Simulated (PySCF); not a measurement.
# Worked example: the step energy

An elementary step of CH₆BN, closed shell (CH₆BN ([CH3][BH][NH2]) → BNH₂ ([BH][NH]) + CH₄; B–C, N–H broken or loosened, C–H formed or tightened). “Start” and “end” are the PBE0-D4/def2-TZVP structures reached by relaxing down either side of its saddle point, with the molecules still in contact.

PySCF 2.14 with density fitting (its default auxiliary sets; JK sets also for MP2 and CCSD(T)); basis: def2-TZVPP and def2-QZVPP; cores frozen in the correlated methods.

Energies in eV:

| quantity | end | start |
| --- | --- | --- |
| Hartree–Fock, triple zeta (X = 3) | -3280.14819 | -3281.54832 |
| Hartree–Fock, quadruple zeta (X = 4) | -3280.31946 | -3281.71422 |
| MP2 correlation, X = 3 | -13.64697 | -13.59822 |
| MP2 correlation, X = 4 | -14.50701 | -14.46427 |
| CCSD(T) correlation, X = 3 | -15.11102 | -15.07866 |

(1) Work out the step energy at the basis limit: extrapolate Hartree–Fock as E(X) = E∞ + A exp(−7.88 √X) and the MP2 correlation as E(X) = E∞ + B X^−2.97 (the exponents that Neese and Valeev fitted for def2-TZVPP and QZVPP), then add CCSD(T) − MP2 in triple zeta.

T1 diagnostic: at most 0.015.

Answers

(1) Each step is linear, so take the differences first (end − start): Hartree–Fock 1.40013 (X = 3) and 1.39476 (X = 4); MP2 correlation -0.04875 and -0.04274; CCSD(T) correlation -0.03236.
Two points give E∞ = E(4) + w [E(4) − E(3)], with w = 1/(exp(7.88 (2 − √3)) − 1) = 0.1377 for Hartree–Fock and w = 1/((4/3)^2.97 − 1) = 0.7407 for the correlation.
Hartree–Fock: 1.39476 + 0.1377 × (-0.00537) = 1.3940 eV.
MP2 correlation: -0.04274 + 0.7407 × 0.00601 = -0.0383 eV.
CCSD(T) − MP2: -0.03236 − (-0.04875) = 0.0164 eV.
Sum: 1.3940 + (-0.0383) + 0.0164 = 1.3721 eV, or 31.64 kcal/mol. Plain CCSD(T) in triple zeta gives 1.3678 eV, so the larger basis shifts the result by 0.0043 eV.

Labels in which every atom is bracketed show which atoms are joined, not bond orders.

For scale, one of the runs: CCSD(T)/def2-TZVPP, 177 basis functions, launched by `OMP_NUM_THREADS=4 python run.py`. Hardware: 4 CPU threads of an Arm Neoverse V1, shared host. Wall time 3 min; peak host memory 1.5 GiB.
